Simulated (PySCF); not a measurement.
Species: C3H5N.
SMILES: `C=CN=C`

Torsions of this conformer, `[CH2:1]=[CH:2][N:3]=[CH2:4]`: C1–C2–N3–C4 52°.

The closed-shell ground state was solved at several levels (PySCF, density fitting, gas phase, non-relativistic). Geometry: GFN2-xTB, one conformer, isolated molecule.

```
            level  basis functions  HOMO (eV)  LUMO (eV)  gap (eV)  dipole (D)
   PBE0/def2-SVPD              120      -6.85      -1.04      5.81        1.30
    PBE0/pcSseg-1               93      -6.82      -0.95      5.87        1.36
wB97X-D/def2-SVPD              120      -8.69       0.81      9.50        1.36
```

Question: What might B3LYP/pcJ-1 (158 basis functions) give for the same quantities?

Answer: HOMO -6.58 eV, LUMO -1.17 eV, gap 5.41 eV, dipole 1.30 D.

Question: Over all these levels, which gives the widest orbital gap and which the narrowest?

Answer: wB97X-D/def2-SVPD (range-separated hybrid) has the widest, 9.50 eV, and B3LYP/pcJ-1 (global hybrid, 20 % exact exchange) the narrowest, 5.41 eV. Functional and basis both differ between the two, so the spread mixes both effects.

Question: How far do the dipole and the HOMO energy spread over the levels?

Answer: The dipole runs from 1.30 to 1.36 D (mean 1.33 D) and the HOMO from -8.69 to -6.58 eV.
